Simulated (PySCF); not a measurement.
# BCl2H (BHCl2): the cost of one run

The runs use PySCF 2.14.0, with density-fitted response routines of our own; the level of theory stands in each step. All values are computed, except where a source is named. Atoms are numbered from 0 throughout.

## Step 1: The starting structure

4 atoms, charge 0, multiplicity 1; geometry from: GFN2-xTB. The atoms were then displaced at random by about 0.03 Å, so the start is not that level's minimum.

Bonds of the start (Å): Cl0–B1 1.67, B1–Cl2 1.66, B1–H3 1.20.

## Step 2: Optimising the geometry at PBE0-D3(BJ)/def2-SVP

The job: settings as JSON, then the geometry in Å.

```
{"job": {"xc": "PBE0", "basis": "def2-SVP", "d3": "d3bj", "grid": 1, "shake": 0.03, "kind": "geom"}, "charge": 0, "multiplicity": 1}
Cl    -1.403300    -0.803680     0.005820
B     -0.013040     0.118770    -0.021540
Cl     1.426450    -0.708310    -0.024390
H      0.093650     1.312330    -0.036060
```

Launch:

```bash
> OMP_NUM_THREADS=1 python probes_run.py task.json out
```

The driver reads the jobs from task.json and runs them one after another.

**Question.** How long does this first job take on 1 thread of Arm Neoverse V1, shared host, and how much memory does it need?

About 6.9 s, with a peak of 0.26 GiB.
